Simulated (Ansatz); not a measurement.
`C/N=C(\C)O` → 3 C• + 7 H• + N• + O•  (atomization)

Gas-phase electronic energies from Ansatz, PBE0-D4/def2-TZVP geometries. CBS: MP2 limit from def2 TZ/QZ plus the TZ coupled-cluster correction, frozen cores. This one scheme is used for every species, atoms too. Functionals use def2-TZVPP. B3LYP here is the variant with VWN-RPA as its local correlation; programs differ in this. HSE06 is defined as in plane-wave codes. No spin–orbit coupling; open shells (•) take unrestricted orbitals. Spin–orbit coupling would lower the free atoms: a little for C, O. Each species was taken in one conformer, which may not be the lowest.

`C/N=C(\C)O`:

Cartesian coordinates in Å:
```
C 0.805 -0.887 1.138
N -0.423 -0.974 0.389
C -0.703 -0.053 -0.427
C 0.095 1.170 -0.739
O -1.849 -0.123 -1.133
H 0.888 -1.754 1.793
H 1.691 -0.876 0.490
H 0.849 0.010 1.769
H 0.239 1.765 0.166
H -0.402 1.778 -1.492
H 1.087 0.889 -1.101
H -2.277 -0.944 -0.852
```

```csv
level,ΔE (eV),difference from CCSD(T)/CBS
BLYP-D4,49.91,0.34
B97M-V,49.66,0.09
CAM-B3LYP-D4,49.97,0.40
PBE-QIDH,49.32,-0.25
PBE0,49.78,0.21
B3LYP,49.44,-0.13
r2SCAN0,48.77,-0.80
HSE06,49.84,0.27
BHLYP,47.74,-1.83
CAM-B3LYP,49.80,0.23
LC-ωPBE,49.64,0.07
MP2/def2-TZVPP,49.13,-0.44
HF/def2-QZVPP,35.15,-14.42
MP2/def2-QZVPP,49.90,0.33
SCS-MP2/def2-QZVPP,49.79,0.22
MP2/CBS(def2),50.43,0.86
CCSD(T)/CBS,49.57,0
```

Largest T1 diagnostic among the species: 0.013.

In def2-TZVPP, CCSD(T) changes the Hartree–Fock value by +13.18 eV (the triples alone add +0.82 eV) and MP2 by +14.04 eV; breaking electron pairs costs correlation energy, which Hartree–Fock lacks. The D4 term adds +0.33 eV with B3LYP and +0.17 eV with PBE0; it sums over pairs of atoms, weighted by their polarisabilities, and B3LYP, whose exchange is more repulsive, gets the larger term.

For atomizations the MP2-based limit and the directly extrapolated one differ by several kJ/mol either way, and by 10 to 25 for some Ge, Se and Sn compounds, so smaller differences from it don't rank the levels.
